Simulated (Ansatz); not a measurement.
# MgSiH (quartet): wave-function methods side by side at angle Mg2–Si1–H3 = 101.6°, 6-31G

Aim: climb from Hartree-Fock through coupled cluster and multireference methods for MgSiH (quartet) at one geometry and basis, and see what each rung misses.

Computed with Ansatz 0.2.0, Gaussian basis. Level: 6-31G, core rule «outside noble gas», up to 10 orbitals frozen.

The runs, in order: UHF; CCSD(T) on ROHF; CCSD(T) on UHF; BCCD(T) on ROHF; CISD as a restricted active space (open shells left free, so some higher excitations enter); CCSDT(Q) on ROHF; CCSDT(Q) on UHF; CCSDTQ on ROHF; CCSDTQ on UHF; CASSCF and MRCISD+Q, 5 electrons in 5 orbitals; CASSCF and NEVPT2, 5 electrons in 5 orbitals; CASSCF and MRCISD+Q, 7 electrons in 9 orbitals; CASSCF and NEVPT2, 7 electrons in 9 orbitals; Full CI.

21 further runs of the same task are left out: 2 for a known fault of the program, 11 that didn't finish, 8 set aside as unsound or not needed. Runs told in other sessions of the task aren't counted.

### 1 The system

The geometry derives from a PBE0/def2-TZVP stationary point (not a proven minimum). One angle is set to the value named; bond lengths are kept.

3 atoms, charge 0, spin multiplicity 4.

Atoms are counted from 1 here; the program's logs count them from 0.

Bond lengths: Si1–Mg2 2.479 Å, Si1–H3 1.497 Å. Angles: Mg2–Si1–H3 101.6°.

### 2 UHF

File in.yaml:

```yaml
crystal:
  periodic: [false, false, false]
  atoms:
    - {symbol: Si, position_ang: [-0.731062, 0.000000, 0.852587]}
    - {symbol: Mg, position_ang: [0.835865, 0.000000, -1.068656]}
    - {symbol: H, position_ang: [0.214833, 0.000000, 2.012369]}
basis:
  gaussian: {orbitals: 6-31G}
magnetization: {spin_polarized: true, initial_magnetization: 3}
hamiltonian: {xc: hf}
output: {orbitals: {seedname: orbitals}}
```

The run is started by

```console
ansatz run in.yaml --threads 1 --pin off --events-out ev --progress --plain --max-ram 2393MiB
```

The runs that follow: CCSD(T) on ROHF; CCSD(T) on UHF; BCCD(T) on ROHF; CISD as a restricted active space (open shells left free, so some higher excitations enter); CCSDT(Q) on ROHF; CCSDT(Q) on UHF; CCSDTQ on ROHF; CCSDTQ on UHF; CASSCF and MRCISD+Q, 5 electrons in 5 orbitals; CASSCF and NEVPT2, 5 electrons in 5 orbitals; CASSCF and MRCISD+Q, 7 electrons in 9 orbitals; CASSCF and NEVPT2, 7 electrons in 9 orbitals; Full CI.

Before running them: what should the planned runs give, taken together? Wanted: FCI from the RHF energy; RMP2 from FCI; UMP2 from FCI; RCCSD from FCI; RCCSD(T) from FCI; UCCSD(T) from FCI; RCCSDT(Q) from FCI; UCCSDT(Q) from FCI; NEVPT2 pair from FCI.

As calculated:

| quantity | value |
| --- | --- |
| FCI from the ROHF energy | -1.5660 eV |
| RMP2 from FCI | +11.86 kcal/mol |
| UMP2 from FCI | +11.42 kcal/mol |
| RCCSD from FCI | +1.11 kcal/mol |
| RCCSD(T) from FCI | +0.37 kcal/mol |
| UCCSD(T) from FCI | +0.36 kcal/mol |
| RCCSDT(Q) from FCI | +0.01 kcal/mol |
| UCCSDT(Q) from FCI | -0.01 kcal/mol |
| NEVPT2 pair from FCI | +9.51 kcal/mol |
| MRCISD+Q pair from FCI | +0.32 kcal/mol |
| NEVPT2 valence from FCI | +3.58 kcal/mol |
| levels within 1 kcal/mol (43 meV) | RCCSD(T), UCCSD(T), BCCD(T), RCCSDT, UCCSDT, RCCSDT(Q), UCCSDT(Q), RCCSDTQ, UCCSDTQ, MRCISD+Q pair, MRCISD valence, MRCISD+Q valence |
| T1 diagnostic | 0.032 |
| effectively unpaired electrons | 3.03 |

In words: RCCSD(T) lands +0.37 kcal/mol from the yardstick (1.0 % of the correlation energy). One determinant dominates. Of the multireference levels listed MRCISD+Q pair comes nearest in total energy (+0.32 kcal/mol), which doesn't show that its space is the better one. These misses are within one basis, not against nature; the frozen cores of restricted and unrestricted runs differ, which can shift their rows.

Levels on UHF freeze UHF's core orbitals, full CI those of ROHF, so the U rows can settle a little off it for that reason alone.

With open shells the CI space here admits some higher excitations, so it is larger than plain CISD.
